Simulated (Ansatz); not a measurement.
# CH₂Si (triplet): from Hartree-Fock to the top rungs, 6-31G

How much of the correlation energy of CH₂Si (triplet) does each wave-function method recover here?

Method: 6-31G, core rule «outside noble gas», up to 6 orbitals frozen; program: Ansatz 0.2.0, Gaussian basis.

Plan: UHF; CCSD(T) on ROHF; CCSD(T) on UHF; BCCD(T) on ROHF; CISD; CCSDT(Q) on ROHF; CCSDT(Q) on UHF; CISDTQ; CCSDTQ on ROHF; CCSDTQ on UHF; CASSCF and MRCISD+Q, 10 electrons in 10 orbitals; CASSCF and MRCISD+Q(relaxed), 10 electrons in 10 orbitals; CASSCF and NEVPT2, 10 electrons in 10 orbitals; Full CI.

4 further runs of the same task are left out: 4 set aside as unsound or not needed.

## 1. The geometry

The geometry is a PBE0/def2-TZVP stationary point (not a proven minimum).

4 atoms, charge 0, spin multiplicity 3.

Atoms are counted from 1 here; the program's logs count them from 0.

Bond lengths: Si1–C2 1.865 Å, C2–H3 1.091 Å, C2–H4 1.091 Å. Angles: Si1–C2–H3 123.8°, Si1–C2–H4 123.8°, H3–C2–H4 112.4°.

## 2. UHF

Input file in.yaml:

```yaml
crystal:
  periodic: [false, false, false]
  atoms:
    - {symbol: Si, position_ang: [0.000000, 0.000000, 0.650177]}
    - {symbol: C, position_ang: [0.000000, 0.000000, -1.214577]}
    - {symbol: H, position_ang: [0.000000, -0.906814, -1.821841]}
    - {symbol: H, position_ang: [0.000000, 0.906814, -1.821841]}
basis:
  gaussian: {orbitals: 6-31G}
magnetization: {spin_polarized: true, initial_magnetization: 2}
hamiltonian: {xc: hf}
output: {orbitals: {seedname: orbitals}}
```

Command:

```
> ansatz run in.yaml --threads 1 --pin off --events-out ev --progress --plain --max-ram 4096MiB --backend cpu
```

The runs that follow: CCSD(T) on ROHF; CCSD(T) on UHF; BCCD(T) on ROHF; CISD; CCSDT(Q) on ROHF; CCSDT(Q) on UHF; CISDTQ; CCSDTQ on ROHF; CCSDTQ on UHF; CASSCF and MRCISD+Q, 10 electrons in 10 orbitals; CASSCF and MRCISD+Q(relaxed), 10 electrons in 10 orbitals; CASSCF and NEVPT2, 10 electrons in 10 orbitals; Full CI.

**Question.** What will the summary of the whole plan be? Wanted: FCI below the RHF energy; RMP2 from FCI; UMP2 from FCI; RCCSD from FCI; RCCSD(T) from FCI; UCCSD(T) from FCI; RCCSDT(Q) from FCI; UCCSDT(Q) from FCI; NEVPT2 valence from FCI.

As calculated:

```
                          quantity                                                                                                                                     value
          FCI below the RHF energy                                                                                                                                -3.5694 eV
                     RMP2 from FCI                                                                                                                                +768.6 meV
                     UMP2 from FCI                                                                                                                                +759.2 meV
                    RCCSD from FCI                                                                                                                                 +89.5 meV
                 RCCSD(T) from FCI                                                                                                                                 +21.0 meV
                 UCCSD(T) from FCI                                                                                                                                 +20.8 meV
                RCCSDT(Q) from FCI                                                                                                                                  +0.7 meV
                UCCSDT(Q) from FCI                                                                                                                                  +0.3 meV
           NEVPT2 valence from FCI                                                                                                                                +349.1 meV
         MRCISD+Q valence from FCI                                                                                                                                 +18.6 meV
MRCISD+Q(relaxed) valence from FCI                                                                                                                                  -2.8 meV
 levels within 1 kcal/mol (43 meV)  RCCSD(T), UCCSD(T), BCCD(T), RCCSDT, UCCSDT, CISDTQ, RCCSDT(Q), UCCSDT(Q), RCCSDTQ, UCCSDTQ, MRCISD+Q valence, MRCISD+Q(relaxed) valence
                     T1 diagnostic                                                                                                                                     0.018
    effectively unpaired electrons                                                                                                                                      2.04
```

In words: RCCSD(T) lands +21.0 meV from the yardstick (0.6 % of the correlation energy). MRCISD+Q(relaxed) valence falls below full CI: the +Q correction isn't variational, and the cores differ from full CI's. One determinant dominates. Of the multireference levels listed MRCISD+Q(relaxed) valence comes nearest in total energy (-2.8 meV), which doesn't show that its space is the better one. These misses are within one basis, not against nature; the frozen cores of restricted and unrestricted runs differ, which can shift their rows.
